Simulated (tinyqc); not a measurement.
LCCD on RHF in the sto-6g basis, frozen core, for CH3-, spin multiplicity 1, step by step (part 1 of 2). The basis has no diffuse functions, so it cannot describe the extra electron: this is an exercise in the method, not the real anion. Computed by tinyqc, a small Python program that keeps every step (integrals from PySCF). Settings: charge = -1, multiplicity = 1, basis = sto-6g, method = RHF, frozen orbitals = 1, energy threshold = 1e-10, iteration cap = 50, orthogonalisation = symmetric, start = Wolfsberg-Helmholz matrix, DIIS depth = 6, amplitude equations = LCCD, DIIS depth for amplitudes = 6, cap on updates = 51. Command: `OMP_NUM_THREADS=1 python tinyqc.py 21284 21285 out.jsonl` (the two numbers bound the seeds that draw the settings). One thread of a shared host (Intel(R) Xeon(R) Processor @ 2.60GHz), about 0.3 s of CPU time with the checks. Later iterations appear only in the table of the cycle.

## One-electron integrals

Geometry (angstrom):
```
atom          x          y         z
C      0.000000   0.000000  0.042000
H      1.190000   0.000000  0.000000
H     -0.595000   1.030000  0.000000
H     -0.595000  -1.030000  0.000000
```

Basis sto-6g: exponents (1/bohr^2) and contraction coefficients of normalised primitives:
```
element  l (shell)    exponent  coefficient
C            s (1)  742.737049     0.009164
C            s (1)  136.180025     0.049361
C            s (1)   38.098264     0.168538
C            s (1)   13.087782     0.370563
C            s (1)    5.082369     0.416492
C            s (1)    2.093200     0.130334
C            s (2)   30.497239    -0.013253
C            s (2)    6.036200    -0.046992
C            s (2)    1.876046    -0.033785
C            s (2)    0.721783     0.250242
C            s (2)    0.313471     0.595117
C            s (2)    0.143687     0.240706
C            p (3)   30.497239     0.003760
C            p (3)    6.036200     0.037679
C            p (3)    1.876046     0.173897
C            p (3)    0.721783     0.418036
C            p (3)    0.313471     0.425860
C            p (3)    0.143687     0.101708
H            s (1)   35.523221     0.009164
H            s (1)    6.513144     0.049361
H            s (1)    1.822143     0.168538
H            s (1)    0.625955     0.370563
H            s (1)    0.243077     0.416492
H            s (1)    0.100112     0.130334
```

Overlap, kinetic and nuclear-attraction integrals over the contracted functions; the nuclear repulsion is the sum of Za Zb / Rab.

nuclear repulsion = 8.77202469 hartree

overlap S, lower triangle:
```
           1C 1s     1C 2s     1C 2px     1C 2py     1C 2pz     2H 1s     3H 1s     4H 1s
1C 1s   1.000000
1C 2s   0.243228  1.000000
1C 2px  0.000000  0.000000   1.000000
1C 2py  0.000000  0.000000   0.000000   1.000000
1C 2pz  0.000000  0.000000   0.000000   0.000000   1.000000
2H 1s   0.051300  0.435073   0.430836   0.000000  -0.015206  1.000000
3H 1s   0.051358  0.435341  -0.215600   0.373223  -0.015219  0.108720  1.000000
4H 1s   0.051358  0.435341  -0.215600  -0.373223  -0.015219  0.108720  0.108870  1.000000
```

kinetic energy T (hartree), lower triangle:
```
            1C 1s     1C 2s     1C 2px     1C 2py     1C 2pz      2H 1s      3H 1s     4H 1s
1C 1s   16.068641
1C 2s   -0.492789  0.492405
1C 2px   0.000000  0.000000   1.479234
1C 2py   0.000000  0.000000   0.000000   1.479234
1C 2pz   0.000000  0.000000   0.000000   0.000000   1.479234
2H 1s   -0.009194  0.076324   0.205623   0.000000  -0.007257   0.768522
3H 1s   -0.009190  0.076459  -0.102981   0.178269  -0.007269  -0.011984   0.768522
4H 1s   -0.009190  0.076459  -0.102981  -0.178269  -0.007269  -0.011984  -0.011980  0.768522
```

nuclear attraction V (hartree), lower triangle:
```
             1C 1s      1C 2s     1C 2px     1C 2py     1C 2pz      2H 1s      3H 1s      4H 1s
1C 1s   -35.341560
1C 2s    -3.942792  -6.469916
1C 2px    0.000019   0.000162  -6.522961
1C 2py    0.000000   0.000000   0.000000  -6.522964
1C 2pz    0.001586   0.016039  -0.000006   0.000000  -6.363141
2H 1s    -0.933093  -2.330984  -2.139820   0.000000   0.078859  -4.381264
3H 1s    -0.934163  -2.332811   1.071062  -1.854038   0.078940  -0.527607  -4.382383
4H 1s    -0.934163  -2.332811   1.071062   1.854038   0.078940  -0.527607  -0.528358  -4.382383
```

core Hamiltonian H = T + V (hartree), lower triangle:
```
             1C 1s      1C 2s     1C 2px     1C 2py     1C 2pz      2H 1s      3H 1s      4H 1s
1C 1s   -19.272919
1C 2s    -4.435581  -5.977511
1C 2px    0.000019   0.000162  -5.043726
1C 2py    0.000000   0.000000   0.000000  -5.043730
1C 2pz    0.001586   0.016039  -0.000006   0.000000  -4.883907
2H 1s    -0.942287  -2.254660  -1.934197   0.000000   0.071602  -3.612742
3H 1s    -0.943353  -2.256352   0.968082  -1.675769   0.071671  -0.539591  -3.613861
4H 1s    -0.943353  -2.256352   0.968082   1.675769   0.071671  -0.539591  -0.540338  -3.613861
```

## Two-electron integrals

Functions are numbered as in S; the eight-fold symmetry (ij|kl) = (ji|kl) = (kl|ij) leaves the list below.

Two-electron integrals (ij|kl) in chemists' order, unique and non-zero (hartree):
```
(11|11) 3.543743    (21|11) 0.529462    (21|21) 0.100317    (22|11) 0.853596
(22|21) 0.199930    (22|22) 0.624844    (31|31) 0.021271    (32|31) 0.031868
(32|32) 0.138108    (33|11) 0.853598    (33|21) 0.199930    (33|22) 0.624843
(33|33) 0.673218    (41|41) 0.021271    (42|41) 0.031868    (42|42) 0.138108
(43|43) 0.036281    (44|11) 0.853598    (44|21) 0.199930    (44|22) 0.624843
(44|33) 0.600655    (44|44) 0.673218    (51|51) 0.021271    (52|51) 0.031868
(52|52) 0.138108    (53|53) 0.036281    (54|54) 0.036281    (55|11) 0.853598
(55|21) 0.199930    (55|22) 0.624843    (55|33) 0.600655    (55|44) 0.600655
(55|55) 0.673218    (61|11) 0.117671    (61|21) 0.021463    (61|22) 0.042080
(61|31) 0.001407    (61|32) 0.002724    (61|33) 0.042397    (61|44) 0.041921
(61|51) -0.000050   (61|52) -0.000096   (61|53) -0.000017   (61|55) 0.041921
(61|61) 0.004722    (62|11) 0.283494    (62|21) 0.067395    (62|22) 0.232163
(62|31) 0.006851    (62|32) 0.045861    (62|33) 0.243191    (62|44) 0.226638
(62|51) -0.000242   (62|52) -0.001619   (62|53) -0.000584   (62|55) 0.226659
(62|61) 0.014885    (62|62) 0.114419    (63|11) 0.244736    (63|21) 0.058993
(63|22) 0.215146    (63|31) 0.012342    (63|32) 0.075919    (63|33) 0.236552
(63|44) 0.204434    (63|51) -0.000182   (63|52) -0.001378   (63|53) -0.000818
(63|55) 0.204452    (63|61) 0.013654    (63|62) 0.125845    (63|63) 0.149700
(64|41) 0.007196    (64|42) 0.036885    (64|43) 0.008932    (64|54) -0.000315
(64|64) 0.013866    (65|11) -0.008638   (65|21) -0.002082   (65|22) -0.007593
(65|31) -0.000182   (65|32) -0.001378   (65|33) -0.007718   (65|44) -0.007215
(65|51) 0.007202    (65|52) 0.036934    (65|53) 0.008949    (65|55) -0.007846
(65|61) -0.000482   (65|62) -0.004442   (65|63) -0.004794   (65|65) 0.014036
(66|11) 0.437589    (66|21) 0.106057    (66|22) 0.414661    (66|31) 0.013390
(66|32) 0.120059    (66|33) 0.458021    (66|44) 0.392940    (66|51) -0.000473
(66|52) -0.004237   (66|53) -0.002297   (66|55) 0.393021    (66|61) 0.023822
(66|62) 0.260692    (66|63) 0.316570    (66|65) -0.011173   (66|66) 0.774999
(71|11) 0.117805    (71|21) 0.021487    (71|22) 0.042127    (71|31) -0.000704
(71|32) -0.001364   (71|33) 0.042087    (71|41) 0.001219    (71|42) 0.002362
(71|43) -0.000207   (71|44) 0.042325    (71|51) -0.000050   (71|52) -0.000096
(71|53) 0.000008    (71|54) -0.000015   (71|55) 0.041968    (71|61) 0.004575
(71|62) 0.013890    (71|63) 0.011872    (71|64) 0.000512    (71|65) -0.000450
(71|66) 0.021726    (71|71) 0.004733    (72|11) 0.283719    (72|21) 0.067448
(72|22) 0.232334    (72|31) -0.003430   (72|32) -0.022954   (72|33) 0.230950
(72|41) 0.005937    (72|42) 0.039736    (72|43) -0.007174   (72|44) 0.239224
(72|51) -0.000242   (72|52) -0.001620   (72|53) 0.000293    (72|54) -0.000506
(72|55) 0.226827    (72|61) 0.013885    (72|62) 0.080479    (72|63) 0.069618
(72|64) 0.009540    (72|65) -0.003041   (72|66) 0.141813    (72|71) 0.014913
(72|72) 0.114570    (73|11) -0.122495   (73|21) -0.029527   (73|22) -0.107679
(73|31) 0.008491    (73|32) 0.046689    (73|33) -0.113044   (73|41) -0.002231
(73|42) -0.016916   (73|43) 0.010829    (73|44) -0.107666   (73|51) 0.000091
(73|52) 0.000690    (73|53) -0.000442   (73|54) 0.000218    (73|55) -0.102326
(73|61) -0.005492   (73|62) -0.026554   (73|63) -0.014982   (73|64) -0.002256
(73|65) 0.000986    (73|66) -0.039183   (73|71) -0.006842   (73|72) -0.063022
(73|73) 0.047908    (74|11) 0.212050    (74|21) 0.051114    (74|22) 0.186402
(74|31) -0.002231   (74|32) -0.016916   (74|33) 0.180211    (74|41) 0.011064
(74|42) 0.066200    (74|43) -0.009820   (74|44) 0.201859    (74|51) -0.000157
(74|52) -0.001194   (74|53) 0.000218    (74|54) -0.000693   (74|55) 0.177136
(74|61) 0.010531    (74|62) 0.065044    (74|63) 0.056031    (74|64) 0.016078
(74|65) -0.002407   (74|66) 0.115291    (74|71) 0.011844    (74|72) 0.109096
(74|73) -0.058893   (74|74) 0.115837    (75|11) -0.008647   (75|21) -0.002084
(75|22) -0.007601   (75|31) 0.000091    (75|32) 0.000690    (75|33) -0.007348
(75|41) -0.000157   (75|42) -0.001194   (75|43) 0.000218    (75|44) -0.007600
(75|51) 0.007209    (75|52) 0.036966    (75|53) -0.004480   (75|54) 0.007755
(75|55) -0.007854   (75|61) -0.000450   (75|62) -0.003041   (75|63) -0.002579
(75|64) -0.000350   (75|65) 0.009169    (75|66) -0.005669   (75|71) -0.000483
(75|72) -0.004449   (75|73) 0.002401    (75|74) -0.004157   (75|75) 0.014057
(76|11) 0.063047    (76|21) 0.015030    (76|22) 0.053531    (76|31) 0.000637
(76|32) 0.004520    (76|33) 0.054003    (76|41) 0.001104    (76|42) 0.007827
(76|43) 0.000356    (76|44) 0.054413    (76|51) -0.000090   (76|52) -0.000638
(76|53) -0.000087   (76|54) -0.000150   (76|55) 0.052177    (76|61) 0.003230
(76|62) 0.023434    (76|63) 0.023918    (76|64) 0.002539    (76|65) -0.000999
(76|66) 0.049737    (76|71) 0.003234    (76|72) 0.023447    (76|73) -0.009768
(76|74) 0.021990    (76|75) -0.001000   (76|76) 0.005929    (77|11) 0.437757
(77|21) 0.106097    (77|22) 0.414787    (77|31) -0.006702   (77|32) -0.060078
(77|33) 0.409348    (77|41) 0.011602    (77|42) 0.104001    (77|43) -0.028200
(77|44) 0.441874    (77|51) -0.000473   (77|52) -0.004241   (77|53) 0.001150
(77|54) -0.001991   (77|55) 0.393138    (77|61) 0.021709    (77|62) 0.141749
(77|63) 0.119399    (77|64) 0.023729    (77|65) -0.005666   (77|66) 0.256055
(77|71) 0.023858    (77|72) 0.260889    (77|73) -0.158448   (77|74) 0.274289
(77|75) -0.011185   (77|76) 0.049737    (77|77) 0.774999    (81|11) 0.117805
(81|21) 0.021487    (81|22) 0.042127    (81|31) -0.000704   (81|32) -0.001364
(81|33) 0.042087    (81|41) -0.001219   (81|42) -0.002362   (81|43) 0.000207
(81|44) 0.042325    (81|51) -0.000050   (81|52) -0.000096   (81|53) 0.000008
(81|54) 0.000015    (81|55) 0.041968    (81|61) 0.004575    (81|62) 0.013890
(81|63) 0.011872    (81|64) -0.000512   (81|65) -0.000450   (81|66) 0.021726
(81|71) 0.004580    (81|72) 0.013901    (81|73) -0.006387   (81|74) 0.010030
(81|75) -0.000451   (81|76) 0.003056    (81|77) 0.021734    (81|81) 0.004733
(82|11) 0.283719    (82|21) 0.067448    (82|22) 0.232334    (82|31) -0.003430
(82|32) -0.022954   (82|33) 0.230950    (82|41) -0.005937   (82|42) -0.039736
(82|43) 0.007174    (82|44) 0.239224    (82|51) -0.000242   (82|52) -0.001620
(82|53) 0.000293    (82|54) 0.000506    (82|55) 0.226827    (82|61) 0.013885
(82|62) 0.080479    (82|63) 0.069618    (82|64) -0.009540   (82|65) -0.003041
(82|66) 0.141813    (82|71) 0.013901    (82|72) 0.080546    (82|73) -0.043121
(82|74) 0.055547    (82|75) -0.003044   (82|76) 0.017665    (82|77) 0.141871
(82|81) 0.014913    (82|82) 0.114570    (83|11) -0.122495   (83|21) -0.029527
(83|22) -0.107679   (83|31) 0.008491    (83|32) 0.046689    (83|33) -0.113044
(83|41) 0.002231    (83|42) 0.016916    (83|43) -0.010829   (83|44) -0.107666
(83|51) 0.000091    (83|52) 0.000690    (83|53) -0.000442   (83|54) -0.000218
(83|55) -0.102326   (83|61) -0.005492   (83|62) -0.026554   (83|63) -0.014982
(83|64) 0.002256    (83|65) 0.000986    (83|66) -0.039183   (83|71) -0.006387
(83|72) -0.043121   (83|73) 0.031651    (83|74) -0.029173   (83|75) 0.001594
(83|76) -0.007322   (83|77) -0.080349   (83|81) -0.006842   (83|82) -0.063022
(83|83) 0.047908    (84|11) -0.212050   (84|21) -0.051114   (84|22) -0.186402
(84|31) 0.002231    (84|32) 0.016916    (84|33) -0.180211   (84|41) 0.011064
(84|42) 0.066200    (84|43) -0.009820   (84|44) -0.201859   (84|51) 0.000157
(84|52) 0.001194    (84|53) -0.000218   (84|54) -0.000693   (84|55) -0.177136
(84|61) -0.010531   (84|62) -0.065044   (84|63) -0.056031   (84|64) 0.016078
(84|65) 0.002407    (84|66) -0.115291   (84|71) -0.010030   (84|72) -0.055547
(84|73) 0.029173    (84|74) -0.030498   (84|75) 0.002059    (84|76) -0.012674
(84|77) -0.091578   (84|81) -0.011844   (84|82) -0.109096   (84|83) 0.058893
(84|84) 0.115837    (85|11) -0.008647   (85|21) -0.002084   (85|22) -0.007601
(85|31) 0.000091    (85|32) 0.000690    (85|33) -0.007348   (85|41) 0.000157
(85|42) 0.001194    (85|43) -0.000218   (85|44) -0.007600   (85|51) 0.007209
(85|52) 0.036966    (85|53) -0.004480   (85|54) -0.007755   (85|55) -0.007854
(85|61) -0.000450   (85|62) -0.003041   (85|63) -0.002579   (85|64) 0.000350
(85|65) 0.009169    (85|66) -0.005669   (85|71) -0.000451   (85|72) -0.003044
(85|73) 0.001594    (85|74) -0.002059   (85|75) 0.009178    (85|76) -0.000731
(85|77) -0.005672   (85|81) -0.000483   (85|82) -0.004449   (85|83) 0.002401
(85|84) 0.004157    (85|85) 0.014057    (86|11) 0.063047    (86|21) 0.015030
(86|22) 0.053531    (86|31) 0.000637    (86|32) 0.004520    (86|33) 0.054003
(86|41) -0.001104   (86|42) -0.007827   (86|43) -0.000356   (86|44) 0.054413
(86|51) -0.000090   (86|52) -0.000638   (86|53) -0.000087   (86|54) 0.000150
(86|55) 0.052177    (86|61) 0.003230    (86|62) 0.023434    (86|63) 0.023918
(86|64) -0.002539   (86|65) -0.000999   (86|66) 0.049737    (86|71) 0.003056
(86|72) 0.017665    (86|73) -0.007322   (86|74) 0.012674    (86|75) -0.000731
(86|76) 0.004670    (86|77) 0.030835    (86|81) 0.003234    (86|82) 0.023447
(86|83) -0.009768   (86|84) -0.021990   (86|85) -0.001000   (86|86) 0.005929
(87|11) 0.063135    (87|21) 0.015051    (87|22) 0.053606    (87|31) -0.001277
(87|32) -0.009055   (87|33) 0.054697    (87|44) 0.053870    (87|51) -0.000090
(87|52) -0.000639   (87|53) 0.000174    (87|55) 0.052250    (87|61) 0.003057
(87|62) 0.017675    (87|63) 0.014648    (87|65) -0.000731   (87|66) 0.030868
(87|71) 0.003238    (87|72) 0.023483    (87|73) -0.014193   (87|74) 0.019478
(87|75) -0.001002   (87|76) 0.004676    (87|77) 0.049818    (87|81) 0.003238
(87|82) 0.023483    (87|83) -0.014193   (87|84) -0.019478   (87|85) -0.001002
(87|86) 0.004676    (87|87) 0.005946    (88|11) 0.437757    (88|21) 0.106097
(88|22) 0.414787    (88|31) -0.006702   (88|32) -0.060078   (88|33) 0.409348
(88|41) -0.011602   (88|42) -0.104001   (88|43) 0.028200    (88|44) 0.441874
(88|51) -0.000473   (88|52) -0.004241   (88|53) 0.001150    (88|54) 0.001991
(88|55) 0.393138    (88|61) 0.021709    (88|62) 0.141749    (88|63) 0.119399
(88|64) -0.023729   (88|65) -0.005666   (88|66) 0.256055    (88|71) 0.021734
(88|72) 0.141871    (88|73) -0.080349   (88|74) 0.091578    (88|75) -0.005672
(88|76) 0.030835    (88|77) 0.256159    (88|81) 0.023858    (88|82) 0.260889
(88|83) -0.158448   (88|84) -0.274289   (88|85) -0.011185   (88|86) 0.049737
(88|87) 0.049818    (88|88) 0.774999
```

## Orthogonalisation

S = U s U^T; symmetric (Loewdin) form X = U s^(-1/2) U^T, so that X^T S X = 1.

eigenvalues of S: 0.322188  0.414949  0.415064  0.966593  1.001958  1.476181  1.476267  1.926801

X, lower triangle:
```
            1C 1s      1C 2s     1C 2px     1C 2py    1C 2pz      2H 1s      3H 1s     4H 1s
1C 1s    1.026363
1C 2s   -0.154368   1.321513
1C 2px   0.000012  -0.000190   1.150275
1C 2py   0.000000   0.000000   0.000000   1.150316
1C 2pz   0.000955  -0.010205   0.000007   0.000000  1.000349
2H 1s    0.021580  -0.282908  -0.295993   0.000000  0.009710   1.199863
3H 1s    0.021588  -0.283210   0.148170  -0.256500  0.009723  -0.024980   1.200158
4H 1s    0.021588  -0.283210   0.148170   0.256500  0.009723  -0.024980  -0.024980  1.200158
```

## Starting guess

The start is the generalised Wolfsberg-Helmholz matrix (K = 1.75) built on H; D = 2 C_occ C_occ^T.

D at the start, lower triangle:
```
            1C 1s     1C 2s     1C 2px     1C 2py     1C 2pz     2H 1s     3H 1s     4H 1s
1C 1s    2.043574
1C 2s   -0.157276  0.810608
1C 2px  -0.000085  0.000330   1.126302
1C 2py   0.000000  0.000000   0.000000   1.126139
1C 2pz  -0.010965  0.038065  -0.000017   0.000000   1.998917
2H 1s   -0.141963  0.312006   0.471626   0.000000  -0.007100  0.321007
3H 1s   -0.142021  0.312040  -0.235755   0.408471  -0.007108  0.024895  0.321218
4H 1s   -0.142021  0.312040  -0.235755  -0.408471  -0.007108  0.024895  0.024898  0.321218
```

## Iteration 1: building the Fock matrix

J_ij = sum D_kl (ij|kl), K_ij = sum D_kl (ik|jl); F = H + J - 0.5 K; E = tr D H + tr D J / 2 - 0.25 tr D K + E_nn.

Coulomb J (hartree), lower triangle:
```
            1C 1s      1C 2s     1C 2px     1C 2py     1C 2pz     2H 1s     3H 1s     4H 1s
1C 1s   12.951256
1C 2s    2.441967   6.260364
1C 2px  -0.000005  -0.000059   6.270003
1C 2py   0.000000   0.000000   0.000000   6.269999
1C 2pz   0.000258  -0.002792   0.000002   0.000000   6.241087
2H 1s    0.526613   2.316315   2.144521   0.000000  -0.076384  4.205359
3H 1s    0.527211   2.318054  -1.073353   1.858045  -0.076460  0.533022  4.206644
4H 1s    0.527211   2.318054  -1.073353  -1.858045  -0.076460  0.533022  0.533773  4.206644
```

exchange K (hartree), lower triangle:
```
            1C 1s      1C 2s     1C 2px     1C 2py     1C 2pz     2H 1s     3H 1s     4H 1s
1C 1s    7.196211
1C 2s    1.232066   1.865434
1C 2px  -0.000005  -0.000026   1.540712
1C 2py   0.000000   0.000000   0.000000   1.540712
1C 2pz  -0.000968   0.005724   0.000001   0.000000   1.676449
2H 1s    0.276640   0.841965   0.754385   0.000000  -0.024402  1.031234
3H 1s    0.276953   0.842495  -0.377481   0.653538  -0.024425  0.216316  1.031966
4H 1s    0.276953   0.842495  -0.377481  -0.653538  -0.024425  0.216316  0.216608  1.031966
```

Fock matrix F (hartree), lower triangle:
```
            1C 1s      1C 2s     1C 2px     1C 2py    1C 2pz      2H 1s      3H 1s     4H 1s
1C 1s   -9.919769
1C 2s   -2.609647  -0.649864
1C 2px   0.000016   0.000115   0.455921
1C 2py   0.000000   0.000000   0.000000   0.455913
1C 2pz   0.002328   0.010385  -0.000005   0.000000  0.518955
2H 1s   -0.553995  -0.359327  -0.166869   0.000000  0.007418   0.077001
3H 1s   -0.554618  -0.359545   0.083469  -0.144493  0.007423  -0.114727   0.076800
4H 1s   -0.554618  -0.359545   0.083469   0.144493  0.007423  -0.114727  -0.114869  0.076800
```

total energy of this density = -38.70148305 hartree
